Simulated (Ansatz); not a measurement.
**AlHO2 (triplet): the correlation ladder, cc-pVDZ**

One table from this session's results is given with a row withheld; the runs are named, their logs left out.

Computed with Ansatz 0.2.0, Gaussian basis. Level: cc-pVDZ, core rule «outside noble gas», up to 7 orbitals frozen.

Plan: UHF; CCSD(T) on ROHF; CCSD(T) on UHF; BCCD(T) on ROHF; CISD; CCSDT(Q) on ROHF; CCSDT(Q) on UHF.

4 further runs of the same task are left out: 1 for a known fault of the program, 3 set aside as unsound or not needed.

**The system**

The geometry is a PBE0/def2-TZVP stationary point (not a proven minimum) of the parent state, kept for this charge and spin.

4 atoms, charge 0, spin multiplicity 3.

Atoms are counted from 1 here; the program's logs count them from 0.

Bond lengths: O1–Al2 1.596 Å, Al2–O3 1.631 Å, O3–H4 0.946 Å. Angles: O1–Al2–O3 180.0°, Al2–O3–H4 180.0°.

Geometry (Å):

```xyz
4

O     0.0000    0.0000   -2.2486
Al    0.0000    0.0000   -0.6530
O     0.0000    0.0000    0.9779
H     0.0000    0.0000    1.9238
```

The first run:

in.yaml reads:

```yaml
crystal:
  periodic: [false, false, false]
  atoms:
    - {symbol: O, position_ang: [0.000000, 0.000000, -2.248625]}
    - {symbol: Al, position_ang: [0.000000, 0.000000, -0.653025]}
    - {symbol: O, position_ang: [0.000000, 0.000000, 0.977875]}
    - {symbol: H, position_ang: [0.000000, 0.000000, 1.923775]}
basis:
  gaussian: {orbitals: cc-pVDZ}
magnetization: {spin_polarized: true, initial_magnetization: 2}
hamiltonian: {xc: hf}
output: {orbitals: {seedname: orbitals}}
```

The run is started by

```sh
$ ansatz run in.yaml --threads 1 --pin off --events-out ev --progress --plain --max-ram 4096MiB --backend cpu
```

Steps of the session up to this table: UHF; CCSD(T) on ROHF; CCSD(T) on UHF; BCCD(T) on ROHF; CISD; CCSDT(Q) on ROHF; CCSDT(Q) on UHF.

One of the session's tables, all rows but one given; the rest of the session is left out.

```
   method  from UCCSDT(Q) (meV)
     ROHF              +11128.1
      UHF              +11005.2
     RMP2                +793.6
     UMP2                +796.7
     CISD               +1225.3
    RCCSD                +295.4
    UCCSD                +293.2
 RCCSD(T)                 +55.7
 UCCSD(T)                 +55.2
  BCCD(T)                     ?
   RCCSDT                 +31.4
   UCCSDT                 +30.5
RCCSDT(Q)                  +5.0
UCCSDT(Q)                     0
```

Estimate the missing values for BCCD(T).

The run gave: from UCCSDT(Q) (meV): +54.5. In the column «from UCCSDT(Q) (meV)» it lies between RCCSDT (+31.4) and UCCSD(T) (+55.2).

To keep in mind: Restricted and unrestricted rows rest on different reference determinants; where their highest levels disagree by more than a few hundredths of an eV, they describe different states and don't form one ladder.
